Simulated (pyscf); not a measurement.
**Routes from H₂Si=PH + PH₃**

Candidate steps break at most two bonds and form at most two. Each was searched with GFN2-xTB (tblite) first. Structures and frequencies: ωB97X-D3(BJ)/def2-SVP in PySCF. MP2 and CC: frozen core, UHF for open shells. ΔMP2 is the change of the MP2 total energy from the triple- to the quadruple-zeta basis. Energies: CCSD(T)/def2-TZVPP + ΔMP2(QZVPP), eV, from the separated reactants, singlet surface; ΔG‡ with ideal gas, 1 atm, RRHO with modes under 100 cm⁻¹ raised to 100, one conformer, R ln 2 for chiral ones without a mode under 150 cm⁻¹.

```csv
products,type,ΔE‡,ΔE,ΔG‡ 298 K,ΔG‡ 900 K,ν‡ (cm⁻¹)
H₂P–SiH₂–PH₂,addition across a multiple bond or ene-type step,1.06,-1.63,1.47,2.33,1136i
H₃Si–PH–PH₂,addition across a multiple bond or ene-type step,1.31,-1.50,1.73,2.64,1379i
```

Row 1: On the reactant side the descent ends in a complex (not fully relaxed), 0.31 eV under the separated species and 1.23 eV under the saddle at ωB97X-D3(BJ)/def2-TZVP. 

Plain bond fissions and candidates not yet searched are not listed, and one of them may be faster. Each barrier is that of the saddle found; lower ones may exist. The CCSD(T) − MP2 part came from Ansatz, without density fitting, on the same reference.
